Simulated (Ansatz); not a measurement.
sulfur dioxide (SMILES O=S=O) moved off its minimum; all values from Ansatz (a first-principles code), cores frozen in correlated methods.
(charge 0, multiplicity 1)
```xyz
3

O     -1.2057     0.3505    -0.1405
S     -0.0113    -0.5436    -0.0863
O      1.2803     0.3767    -0.0615
```

Forces at HF/def2-TZVPP (eV/Å):

```
atom      Fx      Fy      Fz
----  ------  ------  ------
O1     4.271  -4.657   0.220
S2     2.498  10.831  -0.114
O3    -6.769  -6.174  -0.106
```

Problem. Give the forces (eV/Å), the total energy and the dipole at CCSD(T)/aug-cc-pV(T+d)Z.

Solution. 
```
atom      Fx      Fy      Fz
----  ------  ------  ------
O1     1.126  -2.226   0.076
S2     2.504   6.092  -0.029
O3    -3.630  -3.866  -0.047
```
Energy -547.9814 hartree, dipole 2.36 D.

Doubts at one or more of the structures used: a restricted determinant that unrestricted orbitals would lower (CCSD(T)/aug-cc-pV(T+d)Z).
